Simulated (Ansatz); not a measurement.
**Molecular dynamics of CH5ClMg**

Input file:

```yaml
crystal:
  periodic: [false, false, false]
  atoms:
    - { symbol: Mg, position_ang: [-0.917056, -0.008727, -0.756784] }
    - { symbol: H, position_ang: [0.007399, -1.655684, -0.084346] }
    - { symbol: Cl, position_ang: [-2.613667, 0.287855, -2.139778] }
    - { symbol: H, position_ang: [0.570158, -1.149788, 0.409691] }
    - { symbol: C, position_ang: [0.816525, 0.465129, 0.698568] }
    - { symbol: H, position_ang: [1.277845, 1.365121, 1.12691] }
    - { symbol: H, position_ang: [-0.190629, 0.307938, 1.124437] }
    - { symbol: H, position_ang: [1.049427, 0.388057, -0.378599] }
basis:
  gaussian: { orbitals: def2-SVP }
hamiltonian:
  xc: pbe0
  dispersion: d4
md:
  timestep: 0.5
  n_steps: 200
  ensemble: nve
  temperature: 300.0
  initial_velocities: maxwell_boltzmann
  seed: 5738
```

Command:

```bash
$ ansatz run input.yaml --threads 2 --pin off --max-ram 3072MiB --backend cpu --events-out ev --progress --plain --runs-dir out
```

It starts at the highest image of a converged band. Of that band: Neighbouring images differ by up to 1.3 eV, so the band resolves the path poorly. A vibrational analysis at the climbing image gives one clearly imaginary mode, 890i cm⁻¹: a first-order saddle point.

Output, in part (step lines, the closing report, with atoms numbered from 0):

```
md step     0: t =     0.00 fs  T =   300.0 K  F+E_penalty+E_count = -19069.68910204 eV  E_kin = 0.232668 eV  conserved = -19069.45643405 eV  (25 SCF iters)
[... lines left out ...]
Total energy: -19070.42544896 eV, -700.8252088505 hartree
Atom 0 at    -0.856893     0.397521    -0.655431 Å, force    -0.103656    -1.066705    -0.796993 eV/Å
Atom 1 at    -1.535588    -6.648190    -1.365818 Å, force     0.954569     0.823151     0.112867 eV/Å
Atom 2 at    -2.546728     0.175259    -2.104931 Å, force     0.198431     0.092597     0.248215 eV/Å
Atom 3 at    -0.931080    -6.127630    -1.294699 Å, force    -0.954347    -0.822619    -0.112756 eV/Å
Atom 4 at     0.763472     0.728609     0.612470 Å, force    -4.206497     0.278816    -1.347088 eV/Å
Atom 5 at    -0.037266     1.528445     0.590407 Å, force     0.644896     1.025062     0.798374 eV/Å
Atom 6 at     0.524996     0.333496     1.584039 Å, force     1.468636    -0.441534     0.802177 eV/Å
Atom 7 at     1.520497     1.194337     0.040738 Å, force     1.997968     0.111232     0.295204 eV/Å
Dipole moment:     0.218184     0.190874     0.349262 e Å
```

The steps, from the saved trajectory:

```csv
time (fs),T (K),potential energy less start (eV),conserved less start (meV/atom)
0.0,300,0.000,0.00
3.0,144,0.123,0.23
6.0,241,0.046,0.02
9.0,185,0.091,0.23
12.0,395,-0.073,0.06
15.0,611,-0.239,0.26
18.0,1375,-0.833,0.09
21.0,2178,-1.459,-0.32
24.0,1881,-1.225,0.05
27.0,1604,-1.011,0.14
30.0,1825,-1.182,0.10
33.0,2409,-1.639,-0.37
36.0,2054,-1.360,0.03
39.0,1803,-1.166,-0.05
42.0,1201,-0.697,0.26
45.0,1258,-0.746,-0.30
48.0,1312,-0.783,0.20
51.0,2194,-1.472,-0.43
54.0,1895,-1.235,0.31
57.0,1998,-1.317,-0.10
60.0,2036,-1.346,0.00
63.0,2379,-1.613,-0.12
66.0,2092,-1.390,-0.06
69.0,1112,-0.628,0.24
72.0,817,-0.400,0.12
75.0,1220,-0.712,0.12
78.0,1947,-1.280,-0.33
81.0,1770,-1.138,0.24
84.0,2280,-1.537,-0.12
87.0,2062,-1.366,0.06
90.0,1996,-1.318,-0.33
93.0,1824,-1.181,0.14
96.0,2071,-1.376,-0.25
99.0,1418,-0.865,0.24
```

All steps were run. The conserved energy stayed within 0.55 meV per atom of its start (net change 0.083 meV per atom), so the integration is sound. The system heated up, since it started high on the potential surface and ran downhill. A run of 0.1 ps of so small a system gives no equilibrium averages. The orbitals stay closed-shell, which can raise the energy where a bond breaks towards radicals; this wasn't checked here.

The step under study would form Mg1–C5, H2–H4 and break Mg1–H2, H4–C5. These pairs go: Mg1–C5 2.31 → 2.08 Å, H2–H4 0.90 → 0.80 Å, Mg1–H2 2.00 → 7.11 Å, H4–C5 1.66 → 7.32 Å. In the last frame they stand as after the step (other bonds may differ from the relaxed reactants and products). Also parted: Mg1–H7 2.04 → 2.63 Å, Mg1–H8 2.04 → 2.60 Å. Also joined: Mg1–H6 3.20 → 1.87 Å. It ends as CH3ClMg + H2. Pairs count as bonded within 1.25 times the sum of covalent radii (0.12 Å more for H–H).

Last frame:

```xyz
8
Properties=species:S:1:pos:R:3
Mg -0.857 0.398 -0.655
H -1.536 -6.648 -1.366
Cl -2.547 0.175 -2.105
H -0.931 -6.128 -1.295
C 0.763 0.729 0.613
H -0.037 1.528 0.590
H 0.525 0.334 1.584
H 1.520 1.194 0.041
```

Run time: 3.9 min on 2 threads of Arm Neoverse V2, with other jobs on the host, peak memory 0.13 GiB.
